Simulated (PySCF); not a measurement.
**4-chloro-1,2-butadiene (C=C=CCCl, C4H5Cl)**

Geometry:
```tsv
atom	x (Å)	y (Å)	z (Å)
C1	2.111	-0.149	0.167
C2	0.856	-0.323	-0.117
C3	-0.405	-0.487	-0.399
C4	-1.447	0.505	-0.019
Cl5	-2.660	-0.222	1.086
H6	2.534	-0.531	1.090
H7	2.774	0.379	-0.510
H8	-0.730	-1.375	-0.935
H9	-1.015	1.358	0.499
H10	-2.008	0.851	-0.887
```

Theory: PySCF, quadratic response CAM-B3LYP/def2-TZVPD first hyperpolarisability, Taylor convention, gas phase. Geometry: PBE0-D3(BJ)/def2-TZVP.

Task: Give the tensor of the second harmonic β(−2ω;ω,ω) at 1064 nm in the axes of these coordinates.

Result: In au, Taylor convention; rows are the first index (the induced dipole):
|  | xx | yy | zz | xy | xz | yz |
| --- | --- | --- | --- | --- | --- | --- |
| x | +42.0 | +1.3 | +12.0 | -11.1 | -22.9 | +7.3 |
| y | -11.2 | +2.3 | -1.9 | +0.9 | +7.2 | -6.3 |
| z | -22.0 | -6.6 | -14.9 | +7.3 | +10.6 | -1.5 |

Norm of βᵢ = ⅓ Σⱼ (βᵢⱼⱼ + βⱼᵢⱼ + βⱼⱼᵢ): 70.4 au, hyper-Rayleigh value 28.8 au.
